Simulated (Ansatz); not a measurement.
# Si2H4 (SMILES [SiH][SiH3]) at 6 levels

Wanted: a comparison of 6 runs (U-r2SCAN/STO-3G, UBHLYP/STO-3G, UPBE0/STO-3G, UBCCD(T)/STO-3G, UCCSD/STO-3G, UCCSD(T)/STO-3G) of Si2H4. 

The results are computed with Ansatz 0.2.0.

29 further runs of the same task are left out: 29 set aside as unsound or not needed.

## Step 1: The system as given

Si2H4 has 6 atoms, charge 0, and is taken as a triplet. SMILES: `[SiH][SiH3]`. The Si2–Si1 distance was set to 5.634 Å, away from the relaxed value. At this shape a bond of the SMILES string is far longer than usual.

Bond lengths: Si1–H3 1.473 Å, Si2–H4 1.467 Å, Si2–H5 1.474 Å, Si2–H6 1.474 Å. Angles: H4–Si2–H5 107.9°, H4–Si2–H6 107.9°, H5–Si2–H6 104.3°.

## Step 2: The energy at U-r2SCAN/STO-3G (run 1)

Input file job.yaml:

```yaml
crystal:
  periodic: [false, false, false]
  atoms:
    - symbol: Si
      position_ang: [1.257004, -4.724636, 1.086873]
    - symbol: Si
      position_ang: [-0.300130, 0.523270, -0.245660]
    - symbol: H
      position_ang: [2.362214, -5.166576, 1.955283]
    - symbol: H
      position_ang: [-1.456530, 0.376070, -1.136010]
    - symbol: H
      position_ang: [0.714920, 1.325330, -0.951090]
    - symbol: H
      position_ang: [-0.708920, 1.369020, 0.889660]
basis:
  gaussian:
    orbitals: STO-3G
accuracy: high
magnetization:
  spin_polarized: true
  initial_magnetization: 2
hamiltonian:
  xc: {name: r2SCAN}
```

The run is started by

```
$ ansatz run job.yaml --threads 1 --pin off --max-ram 2610MiB --events-out events.jsonl --progress --plain --runs-dir runs
```

Log:

```text
Warning: RAYON_NUM_THREADS=1 ignored (pool sized by the plan → 1); use --threads N
Functional definition: r2SCAN
  name "r2SCAN"
  parameter k0 = 0.174
  parameter k1 = 0.065
  parameter a1 = 4.9479
  exchange = r2scan_x(k0 = k0, k1 = k1, a1 = a1)
  correlation = r2scan_c
330 factors; integrals over basis functions are off by at most 7.0e-9 eV
mean field evaluation 1: about -15628.7346 eV, gradient 9.2e0 eV
mean field evaluation 2: about -15629.0639 eV, gradient 6.1e0 eV
mean field evaluation 4: about -15629.3672 eV, gradient 1.0e-1 eV
mean field evaluation 8: about -15629.3244 eV, gradient 1.6e-3 eV
mean field evaluation 16: about -15629.3244 eV, gradient 1.1e-3 eV
mean field evaluation 32: about -15629.3249 eV, gradient 1.7e-2 eV
mean field -15629.32451183 eV, -574.3670818733 hartree, gradient 1.0e-8 eV, S^2 2.002484; 5 other end points of the search recorded, 0 dependent functions left out
reference -15629.32451315 eV, -574.3670819215 hartree; 17, 15 occupied and 5, 7 virtual orbitals, 330 factors
Total energy: -15629.32451315 eV, -574.3670819215 hartree
```

Run time: 16 s. Hardware: 1 thread of AMD EPYC 9R14 (Zen 4), shared host; peak memory 0.27 GiB.

## Step 3: The energy at UBHLYP/STO-3G (run 2)

Input file job.yaml:

```yaml
crystal:
  periodic: [false, false, false]
  atoms:
    - {symbol: Si, position_ang: [1.257004, -4.724636, 1.086873]}
    - {symbol: Si, position_ang: [-0.300130, 0.523270, -0.245660]}
    - {symbol: H, position_ang: [2.362214, -5.166576, 1.955283]}
    - {symbol: H, position_ang: [-1.456530, 0.376070, -1.136010]}
    - {symbol: H, position_ang: [0.714920, 1.325330, -0.951090]}
    - {symbol: H, position_ang: [-0.708920, 1.369020, 0.889660]}
basis:
  gaussian:
    orbitals: STO-3G
magnetization:
  spin_polarized: true
  initial_magnetization: 2
hamiltonian:
  xc: {name: BHLYP}
accuracy: high
```

The run is started by

```
$ ansatz run job.yaml --threads 1 --pin off --max-ram 2610MiB --events-out events.jsonl --progress --plain --runs-dir runs
```

Log:

```text
Warning: RAYON_NUM_THREADS=1 ignored (pool sized by the plan → 1); use --threads N
Functional definition: BHLYP
  name "BHLYP"
  parameter a = 0.5
  exchange = (1 - a)*b88_x + a*exact_x
  correlation = lyp_c
330 factors; integrals over basis functions are off by at most 7.0e-9 eV
mean field evaluation 1: about -15630.7112 eV, gradient 6.2e0 eV
mean field evaluation 2: about -15631.0648 eV, gradient 1.9e0 eV
mean field evaluation 4: about -15631.1008 eV, gradient 1.3e-1 eV
mean field evaluation 8: about -15631.0760 eV, gradient 2.3e-3 eV
mean field evaluation 16: about -15631.0775 eV, gradient 1.1e-2 eV
mean field evaluation 32: about -15631.0800 eV, gradient 2.5e-2 eV
mean field -15631.08033721 eV, -574.4316072655 hartree, gradient 1.1e-8 eV, S^2 2.001118; 2 other end points of the search recorded, 0 dependent functions left out
reference -15631.08036373 eV, -574.4316082401 hartree; 17, 15 occupied and 5, 7 virtual orbitals, 330 factors
Total energy: -15631.08036373 eV, -574.4316082401 hartree
```

Run time: 2.5 s. Hardware: 1 thread of AMD EPYC 9R14 (Zen 4), shared host; peak memory 0.15 GiB.

Run 3 isn't shown in full; the table further down has it.

## Step 4: The energy at UBCCD(T)/STO-3G (run 4)

Input file run.yaml:

```yaml
basis:
  gaussian:
    orbitals: STO-3G
crystal:
  periodic: [false, false, false]
  atoms:
    - {symbol: Si, position_ang: [1.257004, -4.724636, 1.086873]}
    - {symbol: Si, position_ang: [-0.300130, 0.523270, -0.245660]}
    - {symbol: H, position_ang: [2.362214, -5.166576, 1.955283]}
    - {symbol: H, position_ang: [-1.456530, 0.376070, -1.136010]}
    - {symbol: H, position_ang: [0.714920, 1.325330, -0.951090]}
    - {symbol: H, position_ang: [-0.708920, 1.369020, 0.889660]}
total_charge: 0
magnetization:
  spin_polarized: true
  initial_magnetization: 2
correlation:
  method: bccd_t
  frozen_orbitals: {H: 0, Si: 5}
accuracy: high
scf:
  omitted_lower_state_checks: [cluster_reference, increment]
```

The run is started by

```
$ ansatz run run.yaml --threads 1 --pin off --max-ram 2610MiB --events-out events.jsonl --progress --plain --runs-dir runs
```

Log:

```text
Warning: RAYON_NUM_THREADS=1 ignored (pool sized by the plan → 1); use --threads N
[... 14 lines left out ...]
10 core orbitals not correlated: weight in the atoms' cores, before any rotation towards them, 1.000 or more for the frozen orbitals, at most 0.000 for the correlated occupied ones
[... 34 lines left out ...]
Total energy: -15603.53465392 eV, -573.4193220758 hartree
Checks for a lower state left out: cluster_reference, increment
```

Wall time 0.44 s (1 thread of AMD EPYC 9R14 (Zen 4), shared host).

Run 5 isn't shown in full; the table further down has it.

## Step 5: A single-point energy at UCCSD(T)/STO-3G (run 6)

job.yaml, as its differences from that of step 3:

```diff
@@ -15,4 +15,7 @@
   initial_magnetization: 2
-hamiltonian:
-  xc: {name: BHLYP}
+correlation:
+  method: ccsd_t
+  frozen_orbitals: {H: 0, Si: 5}
 accuracy: high
+scf:
+  omitted_lower_state_checks: [cluster_reference, increment]
```

The run is started by

```
$ ansatz run job.yaml --threads 1 --pin off --max-ram 2610MiB --events-out events.jsonl --progress --plain --runs-dir runs
```

Log:

```text
Warning: RAYON_NUM_THREADS=1 ignored (pool sized by the plan → 1); use --threads N
[... 14 lines left out ...]
10 core orbitals not correlated: weight in the atoms' cores, before any rotation towards them, 1.000 or more for the frozen orbitals, at most 0.000 for the correlated occupied ones
[... 33 lines left out ...]
Total energy: -15603.53474596 eV, -573.4193254582 hartree
Checks for a lower state left out: cluster_reference, increment
```

Wall time 0.4 s (1 thread of AMD EPYC 9R14 (Zen 4), shared host).

## Step 6: All runs side by side

```tsv
run	level	frozen core orbitals	energy (Eh)	⟨S²⟩	wall time
1	U-r2SCAN/STO-3G	–	-574.367082	2.002	16 s
2	UBHLYP/STO-3G	–	-574.431608	2.001	2.5 s
3	UPBE0/STO-3G	–	-574.177313	2.002	2.7 s
4	UBCCD(T)/STO-3G	10	-573.419322	2.004	0.44 s
5	UCCSD/STO-3G	10	-573.418979	2.004	0.34 s
6	UCCSD(T)/STO-3G	10	-573.419325	2.004	0.4 s
```

## Step 7: Outcome

```
                                           quantity          value
                                run 6: total energy  -573.41933 Eh
run 6: correlation energy (10 core orbitals frozen)      -86.3 mEh
                              run 6: (T) correction      -0.35 mEh
           run 6: ⟨S²⟩ of the reference determinant          2.004
                               run 6: T1 diagnostic          0.005
```

What this shows: Totals of different functionals can't be ranked against each other. In runs 1, 2, 3, 4, 5, 6 the basis is minimal, so the values are rough. All runs together took 23 s, the longest 16 s.
